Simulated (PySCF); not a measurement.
Match the calculated data to a structure.

All candidates are C3H3NS.

| technique | computed result |
| --- | --- |
| 1H NMR | chemical shifts (computed TMS as zero) by class: 8.60 (1 H), 8.57 (1 H), 7.40 (1 H) ppm [GIAO PBE0/pcSseg-1] |
| Rotational structure | rotational constants A, B, C: 8.532, 5.813, 3.458 GHz [GFN2-xTB] |
| UV, first state | lowest singlet excitation: 5.70 eV (217 nm, f = 0.002) [TDDFT CAM-B3LYP/def2-SVPD] |
| NMR, other nuclei | isotropic shieldings of nuclei other than C and H, by class: -78 (1 N), 110 (1 S) ppm [GIAO PBE0/pcSseg-1] |
| Triplet | lowest triplet excitation (Tamm–Dancoff): 4.15 eV [TDA CAM-B3LYP/def2-SVPD] |
| Polarisability | 55.7 au [CAM-B3LYP/def2-SVPD] |
| 13C NMR | chemical shifts (computed TMS as zero) by class: 159.9 (1 C), 157.9 (1 C), 126.5 (1 C) ppm [GIAO PBE0/pcSseg-1] |
| UV, strongest line | among the 8 lowest singlet transitions: S2 at 5.84 eV (212 nm, f = 0.136) [TDDFT CAM-B3LYP/def2-SVPD] |
| Dipole | 2.44 D [CAM-B3LYP/def2-SVPD] |

The electronic properties come from PySCF, for the isolated species, density fitting. Levels stand in brackets. Isolated species at its GFN2-xTB geometry, gas phase. NMR classes are plain means over equivalent atoms (diastereotopic ones count apart unless rotation or inversion swaps them), as if these changed places fast.

Question: Which candidate is it?
A. `C=CSC#N`
B. `N#C[C@@H]1CS1`
C. `c1cnsc1`

Answer: C. It is `c1cnsc1`. Numbering: `[cH:1]1[cH:2][n:3][s:4][cH:5]1`. Its formula, C3H3NS, gives 3 degrees of unsaturation: 1 ring and 2 π bonds in the structure found (Kekulé form). 3 carbons fall into 3 classes; from least to most shielded: aromatic CH next to a ring nitrogen [C2] (159.9 ppm), aromatic CH next to a ring sulfur [C5] (157.9 ppm), aromatic CH carbon [C1] (126.5 ppm). Hydrogen classes from least to most shielded: 1 H on an aromatic CH next to a ring nitrogen, C2 (8.60 ppm), 1 H on an aromatic CH next to a ring sulfur, C5 (8.57 ppm), 1 H on an aromatic CH carbon, C1 (7.40 ppm). The other shieldings belong to: -78 ppm, pyridine-type nitrogen [N3]; 110 ppm, ring sulfur [S4]. The optimised geometry has point group Cs and is an asymmetric top.

The others, at the same levels:
- `N#C[C@@H]1CS1` fails: its computed lowest singlet excitation is 4.54 eV (273 nm, f = 0.001) (against 5.70 eV), strongest line among the 8 lowest singlet transitions is S6 at 7.28 eV (170 nm, f = 0.106) (against S2 at 5.84 eV) and rotational constant A is 10.995 GHz (against 8.532 GHz).
- `C=CSC#N` fails: its computed lowest singlet excitation is 5.08 eV (244 nm, f = 0.000) (against 5.70 eV), static isotropic polarisability is 58.4 au (against 55.7 au) and rotational constant A is 6.789 GHz (against 8.532 GHz).

Each candidate is one conformer, not necessarily the lowest. The conformers computed, where there is a choice (atom-mapped SMILES and torsion angles):
- `[CH2:1]=[CH:2][S:3][C:4]#[N:5]`: C1–C2–S3–C4 0°
